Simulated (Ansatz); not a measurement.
bcc K, treated with PBEsol (plane waves, PAW; Ansatz, an electronic-structure program).

A relaxed, unreconstructed slab of the (210) face has 10 atoms, two equal faces of 60.846 Å² each and an energy of -15159.2792 eV. A bulk cell of 10 atoms with the same orientation and in-plane k mesh has -15160.2801 eV. Energies are extrapolated to zero smearing.

Run with plane-wave cutoff 500 eV, 12×6×1 k mesh (along the axes of the cell as run), Fermi–Dirac smearing 0.1 eV, scalar-relativistic PAW data made under PBE.

Worked out: γ = (E_slab − N E_bulk per atom)/2A = [-15159.2792 − 10 × (-15160.2801/10)]/(2 × 60.846) = 0.0082 eV/Å². With 16.022 J/m² per eV/Å² this is 0.13 J/m², or 0.50 eV per surface cell and face.
